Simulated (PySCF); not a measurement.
C4H5Cl2 (doublet state).
Cartesian coordinates in Å at the GFN2-xTB level; atoms count from 1:
```
atom  x, y, z in Å
C1    -0.9658   -0.9361    0.0778
C2     0.1427    0.0747   -0.0152
C3     1.4304   -0.3866   -0.1822
Cl4    2.7843    0.6408   -0.3064
C5    -0.1521    1.4197    0.0657
Cl6   -1.7428    1.9860    0.2628
H7    -1.4901   -0.8276    1.0251
H8    -0.5775   -1.9471    0.0043
H9    -1.6857   -0.7735   -0.7217
H10    1.6622   -1.4354   -0.2457
H11    0.6000    2.1878    0.0095
```

The hyperfine couplings belong to this conformer and change with its torsions.

The species is `C/C([CH]Cl)=C\Cl` [radical].

Computed, not measured: UKS B3LYP, pcH-1 on C Cl H, non-relativistic, mean-field spin-orbit, GIAO in PySCF 2.14.0. One conformer (not necessarily the lowest) at the GFN2-xTB geometry, without solvent, vibrations or thermal averaging. A GFN2-xTB geometry isn't a minimum of the functional, and hyperfine couplings can be far from their values at a DFT geometry. Stability of the SCF solution: not tested. ⟨S²⟩ is 0.775 where a pure state has 0.75.

Task: Give the principal g shifts and their parts.

Result: 
| Δg (ppt) | 1 | 2 | 3 |
| --- | --- | --- | --- |
| relativistic mass correction | -0.18 | -0.18 | -0.18 |
| gauge correction | 0.00 | 0.04 | 0.04 |
| orbital Zeeman/spin–orbit | -0.60 | 6.04 | 7.67 |
| total | -0.78 | 5.90 | 7.53 |

So g = 2.00154, 2.00822, 2.00985 and g_iso = 2.00654; the tensor is rhombic: the two nearest values differ by 20 % of g3 − g1. Axes: g2 points within 3° of the C3–Cl4 bond.

Task: How much does each term add to the isotropic shift?

Result: The orbital-Zeeman/spin–orbit term 4.37, the mass correction -0.18 and the gauge correction 0.03 ppt, for a total of 4.22 ppt. The orbital-Zeeman/spin–orbit term is the largest in size. The mass correction is the same along every axis, so the anisotropy comes from the other two: their spans along these axes are 0.05 (gauge) and 8.27 ppt (orbital Zeeman/spin–orbit).

Task: At 9.411 GHz, how far is the centre of the isotropic spectrum from where a free electron (g = 2.002319) resonates?

Result: B = hν/(g μB) with μB/h = 13.99624 MHz/mT gives 335.81 mT for the free electron and 335.10 mT at g_iso, 0.71 mT lower.

Task: What are the electron Larmor frequencies g μB B/h along the three axes at 350 mT?

Result: 9.8049, 9.8376, 9.8456 GHz for g1, g2 and g3, a range of 40.7 MHz.

Task: In a frozen sample, at which fields do the three g values resonate at 9.5, 34, 94 and 263 GHz (hyperfine left aside), and which band first spreads them over more than twice a line width of 1.0 mT?

Result: 
| band | GHz | B(g3) mT | B(g2) mT | B(g1) mT | spread mT |
| --- | --- | --- | --- | --- | --- |
| X | 9.5 | 337.71 | 337.99 | 339.12 | 1.40 |
| Q | 34.0 | 1208.66 | 1209.64 | 1213.68 | 5.02 |
| W | 94.0 | 3341.58 | 3344.30 | 3355.46 | 13.88 |
| J | 263.0 | 9349.32 | 9356.92 | 9388.15 | 38.83 |

The spread grows in proportion to the frequency. Q band is the first where it exceeds 2.0 mT.

The Mulliken spin populations are largest on C5 (+0.59), C3 (+0.59), C2 (-0.24) and Cl6 (+0.06). The positive populations add up to 1.30 and the negative ones to -0.30, together 2S = 1. The angles at C5 add up to 360.0°, so it is planar; its axial dipolar tensor and the negative coupling of its proton fit spin in a p orbital normal to that plane.

The HOMO–LUMO gaps are 6.00 eV among the α and 4.75 eV among the β orbitals.

On one thread, Arm Neoverse V2 (aarch64), shared host, this took 53 s of wall time (grids of density and orbitals included) and 0.75 GiB of memory at its peak.
